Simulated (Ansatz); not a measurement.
B2H6. Charge 0, multiplicity 3. Geometry PBE-D4/def2-TZVP, that of the neutral singlet.

```xyz
8

B     0.1106    0.4141    0.7664
H     0.2196    1.6061    0.7739
H     0.1489   -0.2286    1.7755
H    -0.9780    0.0887    0.0934
B    -0.1107   -0.4141   -0.7664
H    -0.2196   -1.6061   -0.7739
H    -0.1489    0.2285   -1.7755
H     0.9780   -0.0887   -0.0935
```

At PBE0-D4/def2-TZVP a singlet of charge 0 lies 6.10 eV below the triplet at the same geometry.

Question: Estimate the α-spin orbital energies around the gap (eV) in Ansatz with PBE-D4/def2-TZVP, r2SCAN-D4/def2-TZVP, PBE0-D4/def2-TZVP.

Answer: 
| orbital | PBE-D4/def2-TZVP | r2SCAN-D4/def2-TZVP | PBE0-D4/def2-TZVP |
| --- | --- | --- | --- |
| HOMO−5 | -12.17 | -12.86 | -14.11 |
| HOMO−4 | -10.44 | -10.93 | -12.06 |
| HOMO−3 | -10.43 | -10.91 | -11.98 |
| HOMO−2 | -9.71 | -10.04 | -11.19 |
| HOMO−1 | -9.05 | -9.51 | -10.58 |
| HOMO | -2.50 | -2.71 | -3.37 |
| LUMO | 0.29 | 0.80 | 1.02 |
| LUMO+1 | 0.90 | 1.56 | 1.72 |
| LUMO+2 | 1.27 | 1.96 | 1.92 |
| LUMO+3 | 1.32 | 2.01 | 1.97 |
| LUMO+4 | 1.98 | 2.61 | 2.75 |
| LUMO+5 | 2.24 | 3.03 | 3.11 |
| β HOMO | -9.09 | -9.37 | -10.33 |
| β LUMO | -7.96 | -7.97 | -7.36 |
